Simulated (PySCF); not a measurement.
# C2H2F2O: the cost of one run

Programs: PySCF 2.14.0, with routines of our own; each step states its level. All values are computed. Atoms count from 0.

## Step 1: The system as given

7 atoms, charge -1, multiplicity 2; geometry from: GFN2-xTB.

## Step 2: Open-shell or spin-flip excitations: unrestricted TDDFT wB97X-D/def2-SVPD in water

Job settings and geometry (Å):

```
{"job": {"kind": "uabs", "xc": "wB97X-D", "basis": "def2-SVPD", "nstates": 10, "tda": false, "solvent": "water", "pol": false}, "charge": -1, "multiplicity": 2}
O      1.788237     0.530677     0.576014
C      0.903826    -0.143356     0.006826
C     -0.467803    -0.078000     0.252347
F     -1.235289    -1.116085    -0.166272
F     -1.283964     1.231837    -1.003168
H      1.188508    -0.852214    -0.798375
H     -0.890181     0.432046     1.105551
```

Level: unrestricted TDDFT wB97X-D/def2-SVPD, vertical, IEF-PCM water (non-equilibrium linear response), core orbitals frozen in the response.

The run is started by

```bash
$ OMP_NUM_THREADS=1 python excited_run.py task.json out
```

One launch serves the whole session: the jobs run in the order shown.

**Question.** How long does this first job take on 1 thread of Arm Neoverse V1, shared host, and how much memory does it need?

About 20 s, with a peak of 0.54 GiB.
